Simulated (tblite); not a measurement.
C5H10Cl (doublet state).
Bonds: C1–C2, C2–C3, C3–C4, C3–C5, C5–Cl6. Hydrogens: H7, H8, H9 on C1; H10, H11 on C2; H12, H13, H14 on C4; H15, H16 on C5.

Computed with GFN2-xTB (tblite), gas phase: L-BFGS steps from a force-field or distance-geometry start until the largest atomic force falls under 0.01 eV/Å.

Step 103: E = -552.2737 eV
```
atom  x, y, z in Å  |  force x, y, z in eV/Å
C1      1.7401   -0.6773    0.1252    0.032  -0.026   0.011
C2      0.5000   -0.4065    0.9929    0.020   0.020  -0.031
C3     -0.6247    0.1282    0.1785    0.012  -0.007  -0.025
C4     -1.2083   -0.7320   -0.8822   -0.016   0.002  -0.017
C5     -0.9429    1.5252    0.1978   -0.067  -0.054   0.100
Cl6     0.1345    2.4809   -1.0806    0.030   0.016  -0.013
H7      1.5234   -1.4492   -0.6096    0.043   0.042   0.000
H8      2.5657   -1.0104    0.7497   -0.005  -0.014  -0.002
H9      2.0406    0.2305   -0.3920   -0.032  -0.026   0.001
H10     0.7639    0.3038    1.7766    0.003   0.024   0.025
H11     0.2066   -1.3483    1.4689   -0.029   0.017  -0.023
H12    -0.6864   -0.5753   -1.8318    0.029  -0.008   0.008
H13    -2.2518   -0.4785   -1.0597   -0.044  -0.020   0.027
H14    -1.1266   -1.7849   -0.6223   -0.013   0.003  -0.011
H15    -0.6982    2.0349    1.1242    0.033   0.022  -0.017
H16    -1.9435    1.7677   -0.1470    0.005   0.008  -0.034
```

Step 104: E = -552.2746 eV
```
atom  x, y, z in Å  |  force x, y, z in eV/Å
C1      1.7422   -0.6666    0.1264    0.010   0.001   0.020
C2      0.4948   -0.4129    0.9917    0.042   0.005   0.008
C3     -0.6285    0.1253    0.1766    0.026  -0.018   0.008
C4     -1.2183   -0.7362   -0.8801   -0.007   0.010  -0.002
C5     -0.9358    1.5242    0.1963   -0.054  -0.086   0.037
Cl6     0.1504    2.4721   -1.0866    0.023   0.009  -0.009
H7      1.5373   -1.4352   -0.6154    0.034   0.050   0.009
H8      2.5666   -0.9960    0.7538    0.003  -0.019  -0.003
H9      2.0377    0.2486   -0.3830   -0.045  -0.053   0.017
H10     0.7517    0.2927    1.7847   -0.009  -0.018  -0.023
H11     0.2061   -1.3627    1.4594   -0.017   0.080  -0.064
H12    -0.6994   -0.5800   -1.8310    0.022  -0.006  -0.003
H13    -2.2633   -0.4849   -1.0529   -0.035  -0.011   0.025
H14    -1.1347   -1.7891   -0.6196   -0.011   0.010  -0.008
H15    -0.6818    2.0334    1.1192    0.026   0.034   0.013
H16    -1.9326    1.7760   -0.1508   -0.008   0.012  -0.026
```

Step 105: E = -552.2752 eV
```
atom  x, y, z in Å  |  force x, y, z in eV/Å
C1      1.7435   -0.6721    0.1257    0.024   0.002   0.031
C2      0.4969   -0.4068    0.9851    0.018   0.016   0.020
C3     -0.6292    0.1267    0.1698    0.034  -0.067   0.031
C4     -1.2212   -0.7376   -0.8839    0.005   0.004   0.015
C5     -0.9422    1.5212    0.2023   -0.029  -0.053  -0.019
Cl6     0.1571    2.4876   -1.0651    0.030   0.008  -0.022
H7      1.5408   -1.4478   -0.6063    0.018  -0.003  -0.034
H8      2.5663   -0.9942    0.7589    0.012  -0.020   0.001
H9      2.0396    0.2351   -0.3939   -0.023  -0.003  -0.005
H10     0.7563    0.3064    1.7694   -0.005   0.005   0.003
H11     0.2091   -1.3490    1.4654   -0.041   0.036  -0.054
H12    -0.7015   -0.5819   -1.8342    0.005  -0.003  -0.018
H13    -2.2686   -0.4923   -1.0539   -0.009   0.006   0.020
H14    -1.1340   -1.7901   -0.6226   -0.004   0.015  -0.002
H15    -0.6878    2.0246    1.1269    0.002   0.045   0.044
H16    -1.9328    1.7787   -0.1550   -0.036   0.012  -0.012
```

Step 106: E = -552.2760 eV
```
atom  x, y, z in Å  |  force x, y, z in eV/Å
C1      1.7456   -0.6642    0.1272    0.000   0.014   0.015
C2      0.4953   -0.4114    0.9872    0.025   0.004   0.012
C3     -0.6297    0.1244    0.1720    0.020  -0.041   0.024
C4     -1.2256   -0.7393   -0.8801    0.005   0.003   0.012
C5     -0.9384    1.5199    0.1992   -0.013  -0.044  -0.013
Cl6     0.1641    2.4771   -1.0762    0.022   0.003  -0.014
H7      1.5451   -1.4298   -0.6174    0.019   0.015  -0.010
H8      2.5666   -0.9952    0.7576    0.014  -0.015   0.002
H9      2.0415    0.2511   -0.3800   -0.027  -0.030   0.015
H10     0.7495    0.2956    1.7797   -0.008  -0.014  -0.018
H11     0.2074   -1.3600    1.4559   -0.024   0.055  -0.054
H12    -0.7071   -0.5851   -1.8316   -0.005  -0.002  -0.009
H13    -2.2733   -0.4924   -1.0475    0.002   0.007   0.017
H14    -1.1400   -1.7916   -0.6183   -0.003   0.007  -0.002
H15    -0.6807    2.0288    1.1203    0.002   0.033   0.034
H16    -1.9279    1.7808   -0.1593   -0.030   0.004  -0.010
```

Q: Estimate the geometry and energy of step 107. (The exact step hangs on the optimiser's Hessian estimate; all steps are aligned on step 106, rigid shifts and turns removed.)

A: E = -552.2770 eV, largest force 0.077 eV/Å
```
atom  x, y, z in Å  |  force x, y, z in eV/Å
C1      1.7513   -0.6481    0.1308   -0.019   0.012  -0.007
C2      0.4934   -0.4193    0.9887    0.019  -0.019   0.005
C3     -0.6304    0.1198    0.1747   -0.004   0.017  -0.001
C4     -1.2368   -0.7432   -0.8723    0.005   0.000   0.008
C5     -0.9315    1.5168    0.1920    0.004  -0.014  -0.002
Cl6     0.1839    2.4583   -1.0913    0.004  -0.006   0.001
H7      1.5563   -1.3948   -0.6357    0.018   0.034   0.020
H8      2.5695   -0.9955    0.7566    0.001   0.003  -0.002
H9      2.0472    0.2806   -0.3533   -0.025  -0.050   0.035
H10     0.7364    0.2749    1.7975   -0.011  -0.041  -0.052
H11     0.2053   -1.3798    1.4329    0.003   0.070  -0.032
H12    -0.7228   -0.5925   -1.8274   -0.024  -0.003   0.008
H13    -2.2855   -0.4928   -1.0316    0.025   0.009   0.009
H14    -1.1547   -1.7949   -0.6091    0.004  -0.008  -0.003
H15    -0.6714    2.0346    1.1082    0.004   0.012   0.017
H16    -1.9178    1.7846   -0.1720   -0.006  -0.015  -0.005
```

The energy changes by -0.0010 eV. The first-order estimate −F·Δx gives -0.0018 eV and the mean of the old and new forces, exact on a quadratic surface, -0.0010 eV. The step makes an angle of 82° with the force vector and moves no atom by more than 0.041 Å.

What follows is the cost of the whole relaxation. Time: 0.74 s of wall time. Hardware: one thread of an AMD EPYC 7B13, on a shared host.
